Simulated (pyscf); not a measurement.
Optimised with ωB97X-D3(BJ)/def2-SVP in PySCF.

H₃Si–CH₂–SiH₃ + hydrogen fluoride (HF) -> F–SiH₃ + methylsilane (H₃C–SiH₃)
Surface: singlet. Broken: C–Si, F–H. Formed: F–Si, C–H. Give ΔE‡ and ΔE from ωB97X-D3(BJ)/def2-TZVP, relative to the separated reactants.

ΔE‡ = 150.4 kJ/mol, ΔE = -120.9 kJ/mol. ωB97M-D3(BJ)/def2-TZVP gives 147.2 kJ/mol and -129.6 kJ/mol. Zero-point energy shifts the barrier by +1.1 kJ/mol. It is a four-centre exchange, with an imaginary mode of 1015i cm⁻¹. This is the saddle that the search found; another between the same sides may lie lower.
